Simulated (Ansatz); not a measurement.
**CH2NO (doublet): wB97M-V, B2PLYP, RPA-PBE over a scan of the distance O1–H3 along a hydrogen transfer, cc-pVDZ**

The task here is to estimate one member of a computed series from the others.

The runs use Ansatz 0.2.0, Gaussian basis; cc-pVDZ, all electrons in the functionals, frozen cores in the correlation of double hybrids and RPA.

Plan: wB97M-V, B2PLYP, RPA-PBE, at 0.960 Å; 1.005 Å; 1.096 Å; 1.187 Å; 1.278 Å.

## What is computed

The geometry derives from fragments relaxed apart (PBE0/def2-TZVP) and kept rigid, so it is no stationary point. A hydrogen atom is moved between rigid fragments.

5 atoms, charge 0, spin multiplicity 2.

Atoms are counted from 1 here; the program's logs count them from 0.

Bond lengths: O1–H2 0.960 Å, O1–H3 0.960 Å, N4–C5 1.160 Å. Angles: H2–O1–H3 105.1°.

No dispersion term is added; wB97M-V holds VV10 nonlocal correlation.

The geometry shown and the zero of energy belong to the point 0.960 Å. The yardstick, UCCSDT(Q), and other wave-function levels (R restricted, U unrestricted, valence and pair active spaces) come from earlier runs.

The first run:

File in.yaml:

```yaml
crystal:
  periodic: [false, false, false]
  atoms:
    - {symbol: O, position_ang: [-1.321261, -0.185315, 0.000000]}
    - {symbol: H, position_ang: [-1.570570, 0.741261, 0.000000]}
    - {symbol: H, position_ang: [-0.361732, -0.185315, 0.000000]}
    - {symbol: N, position_ang: [2.206823, -0.185315, 0.000000]}
    - {symbol: C, position_ang: [1.046739, -0.185315, 0.000000]}
basis:
  gaussian: {orbitals: cc-pVDZ}
magnetization: {spin_polarized: true, initial_magnetization: 1}
hamiltonian: {xc: {name: wB97M-V}}
output: {forces: true, orbitals: {seedname: orbitals}}
```

Run with:

```sh
$ ansatz run in.yaml --threads 1 --pin off --events-out ev --progress --plain --max-ram 2816MiB --backend cpu
```

Among the steps run: wB97M-V, 0.960 Å; wB97M-V, 1.005 Å; wB97M-V, 1.096 Å; wB97M-V, 1.187 Å; wB97M-V, 1.278 Å; B2PLYP, 0.960 Å; B2PLYP, 1.005 Å; B2PLYP, 1.096 Å; B2PLYP, 1.187 Å; B2PLYP, 1.278 Å; RPA-PBE, 0.960 Å; RPA-PBE, 1.005 Å; RPA-PBE, 1.096 Å; RPA-PBE, 1.187 Å; RPA-PBE, 1.278 Å.

One of the session's tables, all rows but one given; the rest of the session is left out.

It belongs to the step «Against the wave-function levels». 

```
    level  1.005 Å  1.096 Å  1.187 Å  1.278 Å
UCCSDT(Q)   -0.053   -0.113   -0.217   -0.302
  wB97M-V   -0.097   -0.222   -0.340   -0.407
   B2PLYP        ?        ?        ?        ?
  RPA-PBE   -0.089   -0.163   -0.204   -0.203
```

Q: Estimate the row for B2PLYP from the others.

The run gave: 1.005 Å: -0.079; 1.096 Å: -0.163; 1.187 Å: -0.261; 1.278 Å: -0.332. In the column «1.005 Å» it lies between RPA-PBE (-0.089) and UCCSDT(Q) (-0.053).
